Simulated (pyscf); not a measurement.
Optimised with ωB97X-D3(BJ)/def2-SVP in PySCF.

Q: PBE/def2-TZVP puts the barrier of H₂B–O–B=O + H₂ → O=B–OH + BH₃ (four-centre exchange; singlet surface; B–O, H–H broken, H–O, B–H formed) at 131.2 kJ/mol and the reaction energy at +115.7 kJ/mol, from the separated reactants. What do r²SCAN/def2-TZVP, M06-2X/def2-TZVP, ωB97M-D3(BJ)/def2-TZVP give on the same structures?

A: r²SCAN: ΔE‡ = 144.1 kJ/mol, ΔE = +119.2 kJ/mol; M06-2X: ΔE‡ = 165.3 kJ/mol, ΔE = +122.3 kJ/mol; ωB97M-D3(BJ): ΔE‡ = 157.4 kJ/mol, ΔE = +113.6 kJ/mol. PBE's barrier lies under all of them, by 12.9 to 34.1 kJ/mol. Its reaction energy lies among theirs. Low barriers are usual for a GGA, whose delocalisation error favours stretched bonds. On the product side the descent ends in a complex, 20.7 kJ/mol under the separated species and 65.8 kJ/mol under the saddle at ωB97X-D3(BJ)/def2-TZVP. One saddle was located; it need not be the lowest between these sides.
